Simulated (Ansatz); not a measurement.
The cluster P2S4⁺. The state is a doublet with charge 1. Geometry PBE0-D4/def2-SVP; atoms count from 1.

```xyz
6

P    -0.162    0.455   -2.077
P    -0.696   -1.095    1.116
S     1.594    0.691   -1.285
S    -0.623    0.924    1.827
S    -1.270   -0.956   -0.950
S     1.158   -0.019    1.369
```

Another isomer (doublet) lies 0.86 eV lower at PBE0-D4/def2-TZVP; other spin states weren't run for this one.

(1) Estimate the Mulliken populations from the PBE0/def2-TZVP orbitals of Ansatz.

(2) Where does the spin sit?

(3) And the Mayer bond orders between bonded heavy atoms (over 0.3)?

## Answers

(1) 
```csv
atom,charge (e),spin (α − β)
P1,0.40,0.02
P2,0.36,-0.02
S3,0.00,0.33
S4,0.10,0.17
S5,-0.03,0.09
S6,0.17,0.41
```
Mulliken values and Mayer orders depend strongly on the basis.

(2) Summed by element: P 0.00, S 1.00, of 1 unpaired in all. Largest on single atoms: S6 0.41, S3 0.33, S4 0.17.

(3) P1–S3 1.90 (1.94 Å); P1–S5 1.19 (2.12 Å); P2–S4 1.06 (2.14 Å); P2–S5 1.11 (2.15 Å); P2–S6 1.01 (2.16 Å); S4–S6 1.20 (2.07 Å). Values over 0.3 also appear between atoms too far apart for a bond (S3–S6 0.36 at 2.78 Å); they arise where an orbital or an unpaired electron spreads over both atoms.
